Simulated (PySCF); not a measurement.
Compound: hydrogen cyanide, HCN.
Atom-mapped SMILES: `[CH:1]#[N:2]` (hydrogens: H3 on C1)

Cartesian coordinates in Å at the CAM-B3LYP/def2-TZVP level; atoms count from 1:
```xyz
3
HCN angstrom
C     -0.023   -0.002   -0.004
N      1.117    0.020   -0.011
H     -1.090   -0.022    0.003
```

The calculation used PySCF, CAM-B3LYP/def2-TZVP geometry optimisation, gas phase.

Masses are those of the commonest isotopes; rigid-rotor values at the optimised geometry. 

Question: What are the moment of inertia and the rotational constant?

Answer: I = 11.152 u·Å², B = 505379 MHz·u·Å²/I = 45318 MHz (1.5117 cm⁻¹, or 2.175 K as hB/k).

Question: List the first levels of a rigid rotor in a Σ state.

Answer: E(J) = BJ(J+1): J = 1: 3.023, J = 2: 9.070, J = 3: 18.140, J = 4: 30.233, J = 5: 45.350, J = 6: 63.489 cm⁻¹.

Question: Where do the first rotational lines fall?

Answer: The dipole is 3.08 D; J+1 ← J lies at 2B(J+1): 1 ← 0 at 90.64 GHz, 2 ← 1 at 181.27 GHz, 3 ← 2 at 271.91 GHz, 4 ← 3 at 362.55 GHz, 5 ← 4 at 453.18 GHz, 6 ← 5 at 543.82 GHz.

No CAM-B3LYP/def2-TZVP frequencies stand behind this structure, so it isn't proved a minimum. These are rigid-rotor constants of the computed structure; measured ground-state constants (B0) also hold zero-point vibration.
